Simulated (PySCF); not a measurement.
C2H2, SMILES C#C.

Coordinates come from a ωB97X-D3(BJ)/def2-TZVPD optimisation.

Calculation: TDDFT-B3LYP/def2-TZVPD run with PySCF.

Vertical excitations; the highest root listed may be one member of a degenerate set. Gas-phase values at a fixed geometry. State labels are in the subgroup D2h.

```
state  symmetry  energy (eV)  λ (nm)      f                                                                main pairs
-----  --------  -----------  ------  -----  ------------------------------------------------------------------------
S1           Au         6.75     184  0.000                                        HOMO−1→LUMO 50 %, HOMO→LUMO+1 50 %
S2           Au         6.92     179  0.000                                 HOMO→LUMO+1, HOMO−1→LUMO (degenerate set)
S3          B1u         6.92     179  0.000                                 HOMO→LUMO, HOMO−1→LUMO+1 (degenerate set)
S4          B2u         7.73     160  0.087                                            HOMO−1→LUMO+2 (degenerate set)
S5          B3u         7.73     160  0.087                                              HOMO→LUMO+2 (degenerate set)
S6          B3g         8.01     155  0.000                                            HOMO−1→LUMO+3 (degenerate set)
S7          B2g         8.01     155  0.000                                              HOMO→LUMO+3 (degenerate set)
S8          B3u         9.17     135  0.049                                              HOMO→LUMO+4 (degenerate set)
S9          B2u         9.17     135  0.049                                            HOMO−1→LUMO+4 (degenerate set)
S10         B1u         9.74     127  0.684  HOMO→LUMO 43 %, HOMO−1→LUMO+1 43 %, HOMO→LUMO+10 7 %, HOMO−1→LUMO+11 7 %
T1          B1u         5.49     226      0                                        HOMO−1→LUMO+1 48 %, HOMO→LUMO 48 %
T2           Au         5.98     207      0                                 HOMO→LUMO+1, HOMO−1→LUMO (degenerate set)
T3          B1u         5.98     207      0                                 HOMO−1→LUMO+1, HOMO→LUMO (degenerate set)
T4           Au         6.76     183      0                                        HOMO−1→LUMO 50 %, HOMO→LUMO+1 50 %
```
Triplets are in the Tamm–Dancoff approximation, which puts them higher than full response would, so one can lie above its singlet here.
